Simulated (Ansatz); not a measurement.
The input, for Ansatz 0.2.0:

```yaml
crystal:
  periodic: [false, false, false]
  atoms:
    - {symbol: C, position_ang: [0.000000, 0.000000, 0.000000]}
    - {symbol: H, position_ang: [0.000000, 0.000000, 1.019000]}
basis:
  gaussian: {orbitals: def2-mTZVP, point_charges: [{charge: -1.00, position_ang: [3.849, 0.661, 0.634]}]}
total_charge: 1
hamiltonian: {pseudopotentials: {relativity: none}}
correlation: {method: fic_mrcisd_q_relaxed, electrons: outside_noble_gas, active_space: {window: {electrons: 2, orbitals: 8}, states: [{multiplicity: 1, weights: [1, 1, 0.5, 0.5]}]}}
```

```sh
$ ansatz run in.yaml --threads 1 --pin off --events-out ev --progress --plain --max-ram 2393MiB
```

The program prints:

```
343 factors; integrals over basis functions are off by at most 1.3e-7 eV
mean field evaluation 1: about -1034.8288 eV, gradient 7.1e0 eV
mean field evaluation 2: about -1034.8270 eV, gradient 7.1e0 eV
mean field evaluation 4: about -1035.0153 eV, gradient 2.7e-1 eV
mean field evaluation 8: about -1035.0158 eV, gradient 5.7e-4 eV
mean field -1035.01580472 eV, -38.0361292644 hartree, gradient 2.5e-6 eV, S^2 0.000000; 0 other end points of the search recorded, 0 dependent functions left out; unrestricted orbitals would lower it
reference -1035.01580472 eV, -38.0361292644 hartree; 3, 3 occupied and 19, 19 virtual orbitals, 343 factors
state -1035.94796349 eV, -38.0703854677 hartree
state -1032.21184946 eV, -37.9330858093 hartree
state -1031.96651060 eV, -37.9240697724 hartree
state -1028.41081382 eV, -37.7934003262 hartree
contracted CI cycle   1: correlation -0.00000000 eV, -0.0000000000 hartree, residual 1.09e1 eV
contracted CI cycle   2: correlation -1.47906390 eV, -0.0543545958 hartree, residual 2.99e0 eV
contracted CI cycle   3: correlation -1.64495527 eV, -0.0604509913 hartree, residual 1.16e0 eV
contracted CI cycle   4: correlation -1.66603502 eV, -0.0612256578 hartree, residual 4.18e-1 eV
contracted CI cycle   5: correlation -1.66825030 eV, -0.0613070676 hartree, residual 1.45e-1 eV
contracted CI cycle   6: correlation -1.66856283 eV, -0.0613185530 hartree, residual 5.55e-2 eV
...
state -1035.94796349 eV, -38.0703854677 hartree; corrected -1037.67737268 eV, -38.1339400832 hartree
...
state -1032.21184946 eV, -37.9330858093 hartree; corrected -1034.33553959 eV, -38.0111299821 hartree
...
state -1031.96651060 eV, -37.9240697724 hartree; corrected -1034.23473387 eV, -38.0074254401 hartree
...
contracted CI cycle   3: correlation -1.87556009 eV, -0.0689255618 hartree, residual 1.39e0 eV
contracted CI cycle   4: correlation -1.91287891 eV, -0.0702970034 hartree, residual 6.23e-1 eV
contracted CI cycle   5: correlation -1.91915135 eV, -0.0705275112 hartree, residual 2.55e-1 eV
contracted CI cycle   6: correlation -1.91928452 eV, -0.0705324053 hartree, residual 1.63e-1 eV
contracted CI cycle   7: correlation -1.91927276 eV, -0.0705319730 hartree, residual 1.89e-1 eV
contracted CI cycle   8: correlation -1.91965443 eV, -0.0705459990 hartree, residual 5.26e-2 eV
contracted CI cycle   9: correlation -1.91969234 eV, -0.0705473924 hartree, residual 1.73e-2 eV
contracted CI cycle  10: correlation -1.91969662 eV, -0.0705475495 hartree, residual 5.62e-3 eV
contracted CI cycle  11: correlation -1.91969705 eV, -0.0705475654 hartree, residual 1.80e-3 eV
contracted CI cycle  12: correlation -1.91969710 eV, -0.0705475671 hartree, residual 6.53e-4 eV
state -1028.41081382 eV, -37.7934003262 hartree; corrected -1030.41210352 eV, -37.8669463659 hartree
Total energy: -1034.77877699 eV, -38.0274186561 hartree
```

The total printed last is the weighted mean of the 4 states, 2.899 eV above the lowest of them, and is no single state's energy.

Ran on 1 thread of AMD EPYC 9R45, shared host: 2.4 s wall, 0.28 GiB peak host memory.
